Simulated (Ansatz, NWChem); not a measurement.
## Predicting a hybrid from its neighbours: C3O2

C3O2: 5 atoms, total charge 0, spin state singlet. SMILES: `O=C=C=C=O`. The shape is that of a PBE0-D4/def2-TZVP optimisation.

The electronic atomisation energy y, in eV, basis 6-311+G(d,p); a is the functional's share of exact exchange. Programs: Ansatz 0.2.0, NWChem 7.3.0.

| functional | program | a | y (eV) |
| --- | --- | --- | --- |
| TPSS | NWChem | 0 | 28.96 |
| revPBE | Ansatz | 0 | 29.55 |
| B3LYP | Ansatz | 0.2 | 28.67 |
| PBE0 | Ansatz | 0.25 | ? |
| r2SCAN0 | Ansatz | 0.25 | 27.86 |
| BHLYP | Ansatz | 0.5 | 26.42 |

**Question.** Fit y = c + s·a to the known rows and predict PBE0.

**Answer.** 
1. Means of the 5 rows: a = 0.1900, y = 28.292.
2. Σ(Δa)² = 0.172, Σ(Δa·Δy) = -0.9684, so the slope is -0.9684/0.172 = -5.6302.
3. Intercept: 28.292 − (-5.6302) × 0.1900 = 29.362. The largest residual of the fit is 0.43.
4. PBE0: 29.362 + (-5.6302) × 0.25 = 27.95 eV.

The run gave 29.18 eV, so the prediction is off by -1.23 eV, more than the largest residual. The rows mix families of semi-local functionals, which the line can't see.
